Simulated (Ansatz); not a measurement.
# CF: the cost of one run

All numbers are computed with Ansatz 0.2.0, driven from Python. Level of theory: B3LYP+D4/def2-SVP.

## 1. Starting point

Bond lengths: C1–F2 1.325 Å.

No structure file is read: the coordinates are typed or built in the script.

## 2. Script

File adiabatic.py:

```python
"""Vertical and adiabatic ionisation of CF."""

from dataclasses import dataclass
import itertools

import ansatz as az
from ase.data import atomic_numbers, covalent_radii
import numpy as np


@dataclass(frozen=True)
class Settings:
    basis: str = "def2-SVP"
    xc: str = "B3LYP"
    vdw: str = "d4"
    charge: int = 1


cfg = Settings()

geometry_ang = [
    ("C", (0.0, 0.0, 0.0)),
    ("F", (0.0, 0.0, 1.325)),
]
mol = az.Crystal.molecule()
for symbol, xyz in geometry_ang:
    mol = mol.atom(symbol, xyz)

calc = (
    mol.calculation()
    .basis(gaussian=cfg.basis)
    .functional(cfg.xc, dispersion=cfg.vdw)
    .spin("collinear", total=1)
)
symbols = [site.symbol for site in mol.cartesian_sites]
start = np.array([site.position_ang for site in mol.cartesian_sites], dtype=float)
summary = calc.relax(force_tolerance=0.01).run().report
end = np.array(summary["positions_ang"])

minimum = az.Crystal.molecule()
for symbol, place in zip(symbols, end):
    minimum = minimum.atom(symbol, place.tolist())
ion = (
    minimum.calculation()
    .basis(gaussian=cfg.basis)
    .functional(cfg.xc, dispersion=cfg.vdw)
    .charge(cfg.charge)
)
vertical = ion.run().report
settled = ion.relax(force_tolerance=0.01, max_steps=80).run().report
print(f"vertical ionisation energy   {vertical['free_energy_ev'] - summary['free_energy_ev']:.3f} eV")
print(f"adiabatic, no zero point     {settled['free_energy_ev'] - summary['free_energy_ev']:.3f} eV")
print(f"relaxation energy of the ion {vertical['free_energy_ev'] - settled['free_energy_ev']:.3f} eV")
ionised = np.array(settled["positions_ang"])
# pairs closer than 1.2 times the sum of covalent radii, before or after
radius = [covalent_radii[atomic_numbers[s]] for s in symbols]
span = lambda where, i, j: np.linalg.norm(where[i] - where[j])
bonded = [(i, j) for i, j in itertools.combinations(range(len(symbols)), 2) if min(span(end, i, j), span(ionised, i, j)) < 1.2 * (radius[i] + radius[j])]
print("pair        before    after (A)")
for i, j in bonded:
    print(f"{symbols[i]}{i}-{symbols[j]}{j}".ljust(10), f"{span(end, i, j):8.4f} {span(ionised, i, j):8.4f}")
```

## 3. The input behind the calls

The package turns the script's settings into the engine's input (first run):

```yaml
crystal:
  periodic: [false, false, false]
  atoms:
    - { symbol: C, position_ang: [0.0, 0.0, 0.0] }
    - { symbol: F, position_ang: [0.0, 0.0, 1.325] }
basis:
  gaussian:
    orbitals: def2-SVP
hamiltonian:
  xc: b3lyp
  dispersion: d4
magnetization:
  spin_polarized: true
  initial_magnetization: 1.0
relax:
  f_tol: 0.01
```

## 4. Launch

Command:

```
> python adiabatic.py
```

What time and memory should one allow on 1 thread of Arm Neoverse V1, shared host?

About 6.3 s, with a peak of 0.16 GiB.
